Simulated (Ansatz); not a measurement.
Relaxation of BF2H2 (5 atoms, charge 0, multiplicity 2), to a largest force component of 0.03 eV/Å in at most 50 steps.

Theory: UKS B3LYP/def2-SVP (Ansatz).

```xyz
5
Properties=species:S:1:pos:R:3:forces:R:3
B 0.000 0.002 -0.340 0.00 0.00 -0.16
H 0.000 -0.001 2.055 0.00 0.00 -1.69
F 1.140 -0.001 -0.986 0.00 0.00 0.00
F -1.140 -0.001 -0.986 0.00 0.00 0.00
H 0.000 0.001 2.777 0.00 0.00 1.84
```

Task: Where does it end, and by what steps?

Result: It converged. After 3 steps the energy has fallen by 0.072 eV; H5 moved furthest, 0.39 Å.

| step | energy less start (eV) | largest force component (eV/Å) | accepted |
| --- | --- | --- | --- |
| 0 | 0.0000 | 1.845 | yes |
| 1 | -0.0639 | 0.069 | yes |
| 2 | -0.0707 | 0.066 | yes |
| 3 | -0.0719 | 0.015 | yes |

```xyz
5
Properties=species:S:1:pos:R:3
B 0.000 -0.002 -0.587
H 0.000 0.002 2.402
F 1.140 0.001 -1.229
F -1.140 0.001 -1.229
H 0.000 -0.001 3.164
```

Time of the run: 7.5 s on 1 thread of Arm Neoverse V1, on a shared host, peak memory 0.11 GiB.
